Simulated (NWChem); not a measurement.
**Spin states of C**

```xyz
1

C      0.0000     0.0000     0.0000
```
Charge 0, spin multiplicity 3.

The numbers come from NWChem runs, not from measurements.

Basis set: def2-TZVP. The gap is E(triplet) − E(singlet), so a negative value puts the higher spin lower. Open shells are unrestricted, and the singlet is the closed-shell solution. The triplet is the single determinant that the SCF runs reached, with unpaired electrons in orbitals of symmetry b1u and b3u (D2h labels); it need not be the lowest triplet, which in molecules with degenerate π orbitals can need several determinants. Where the lowest singlet needs several determinants, the single determinant used here isn't a pure state and places it wrongly.

B3LYP has NWChem's definition, with VWN1-RPA local correlation. The stability of the SCF solutions was not checked. Open-shell Hartree-Fock references start from PBE0 orbitals.

**Question.** Order these methods by the vertical singlet-triplet gap they give, lowest first: B3LYP, LC-wPBE (omega 0.3 per bohr), HF.

**Answer.** HF (-56.0 kcal/mol), LC-wPBE (omega 0.3 per bohr) (-45.1 kcal/mol), B3LYP (-41.1 kcal/mol)
